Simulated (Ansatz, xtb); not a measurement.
# Relative energy of two isomers of C2H4ClN

We compare a, `C=C(N)Cl`, a singlet, with b, `N/C=C\Cl`, a singlet. Both are isolated molecules in the gas phase, relaxed with B3LYP/def2-SVP; the shapes shown needn't be the lowest conformers.

a (Å):

```json
{"atom": "C", "x (Å)": "0.4189", "y (Å)": "-0.2851", "z (Å)": "-0.9377"}
{"atom": "C", "x (Å)": "-0.0283", "y (Å)": "0.2452", "z (Å)": "0.2107"}
{"atom": "Cl", "x (Å)": "-1.5136", "y (Å)": "-0.3473", "z (Å)": "0.9435"}
{"atom": "N", "x (Å)": "0.5098", "y (Å)": "1.3043", "z (Å)": "0.9199"}
{"atom": "H", "x (Å)": "1.3545", "y (Å)": "0.0697", "z (Å)": "-1.3766"}
{"atom": "H", "x (Å)": "-0.1475", "y (Å)": "-1.0540", "z (Å)": "-1.4592"}
{"atom": "H", "x (Å)": "1.4479", "y (Å)": "1.5714", "z (Å)": "0.6368"}
{"atom": "H", "x (Å)": "0.3942", "y (Å)": "1.2576", "z (Å)": "1.9273"}
```

b (Å):

```
atom    x (Å)    y (Å)    z (Å)
   C   0.1069  -0.0780   0.3697
   C  -0.4106   1.1414   0.6008
  Cl   0.2777   2.5819  -0.1270
   N   1.2319  -0.3740  -0.3680
   H   1.2718  -1.2934  -0.7912
   H   1.5719   0.3722  -0.9675
   H  -0.3768  -0.9322   0.8547
   H  -1.2653   1.3187   1.2504
```

Quicker runs give these differences E(b) − E(a): GFN2-xTB +1.65 kcal/mol; HF/STO-3G −2.18 kcal/mol (at GFN2-xTB geometries); r2SCAN-D4/def2-SVP −0.93 kcal/mol (at GFN2-xTB geometries).

Which of the two would you expect CCSD(T)/def2-TZVP electronic energies to favour?

CCSD(T)/def2-TZVP gives E(b) − E(a) = −0.44 kcal/mol, slightly favouring structure b, which is too small a margin to settle the true order.

How the difference moves with the method:

```csv
level,geometry,E(b) − E(a) (kcal/mol),departure from the last row (kcal/mol),"job, with rough time for the two"
GFN2-xTB,GFN2-xTB,+1.65,+2.09,"optimisation, 0.1 s"
HF/STO-3G,GFN2-xTB,−2.18,−1.74,"single point, 0.24 s"
r2SCAN-D4/def2-SVP,GFN2-xTB,−0.93,−0.50,"single point, 3 s"
B3LYP/def2-SVP,B3LYP/def2-SVP,−1.15,−0.71,"optimisation, 21 s"
HF/def2-TZVP,B3LYP/def2-SVP,−1.09,−0.65,part of the CCSD(T) run
MP2/def2-TZVP,B3LYP/def2-SVP,−0.13,+0.31,part of the CCSD(T) run
CCSD(T)/def2-TZVP,B3LYP/def2-SVP,−0.44,,"single point, 62 s"
```

As drawn, both hold the same kinds of bond in the same numbers.

The largest departure from CCSD(T)/def2-TZVP is that of GFN2-xTB, 2.09 kcal/mol.

With harmonic frequencies from B3LYP/def2-SVP (ideal gas, rigid rotor, one conformer each, 298.15 K, 1 atm): the zero-point term adds +0.51 kcal/mol; ΔH is +0.07 and ΔG −0.01 kcal/mol.

The correlated steps freeze 8 core orbitals. Programs: Ansatz 0.2.0, xtb 6.7.1; the last row on 2 threads of Arm Neoverse V1 on a shared host.
